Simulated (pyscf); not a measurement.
Thermochemistry of product channels of F–GeH: (SMILES [F][GeH]) [singlet] + NH₃ (SMILES N) on the singlet surface, in kJ/mol, from ωB97M-D3(BJ)/def2-TZVP energies (ideal gas, 1 atm, RRHO with modes under 100 cm⁻¹ raised to 100, one conformer, R ln 2 for rigid chiral ones). PySCF, gas phase, ωB97X-D3(BJ)/def2-SVP geometries.

```json
[
 {"products": "HN=GeH–F (SMILES [NH]=[GeH][F]) + H₂ (SMILES [H][H])", "ΔE": "+146.0", "ΔH(298 K)": "+124.8", "ΔG(600 K)": "+142.5", "ΔG(1200 K)": "+150.6"},
 {"products": "H₂N–GeH₂–F (SMILES [NH2][GeH2][F])", "ΔE": "-124.2", "ΔH(298 K)": "-123.4", "ΔG(600 K)": "-34.0", "ΔG(1200 K)": "+48.4"}
]
```

The channel to H₂N–GeH₂–F turns unfavourable between 298 and 1200 K (ΔG from -78.6 kJ/mol to +48.4 kJ/mol).

These are energies of the channels, which say nothing of barriers. HN=GeH–F lies 225.5 kJ/mol over its isomer H₂N–Ge:–F [singlet], and others may lie lower still (electronic energy, ωB97M-D3(BJ)). Elements up to Kr have no core potential and no relativistic terms here.
